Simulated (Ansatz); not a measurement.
Worked example: vertical energy of the triplet above the singlet of C4H7ClO (2-chloroethyl vinyl ether)

C4H7ClO has 13 atoms, charge 0, and is taken as a singlet. SMILES: `C=COCCCl`. The shape is that of a PBE0-D4/def2-TZVP optimisation. This is one conformer, not always the lowest.

Both states at this one shape; open shells run unrestricted unless said. 1 Eh = 27.2114 eV.

| level | program | singlet C4H7ClO (Eh) | triplet C4H7ClO (Eh) |
| --- | --- | --- | --- |
| HF/3-21G | Ansatz | -686.388980 | -686.247548 |
| HF/6-31G* (spherical functions) | Ansatz | -689.852378 | -689.714212 |
| B3LYP/6-31G* (spherical functions) | Ansatz | -692.017250 | -691.848206 |

Question: Work out the vertical gap, second state less first, at each level.

Answer: 
1. HF/3-21G: -686.247548 − (-686.388980) = 0.141432 Eh = 3.85 eV.
2. HF/6-31G* (spherical functions): -689.714212 − (-689.852378) = 0.138166 Eh = 3.76 eV.
3. B3LYP/6-31G* (spherical functions): -691.848206 − (-692.017250) = 0.169044 Eh = 4.60 eV.

No measured value is set beside it here; the levels span 3.76 to 4.60 eV. Hartree–Fock favours the state with fewer electron pairs, since it lacks pair correlation.
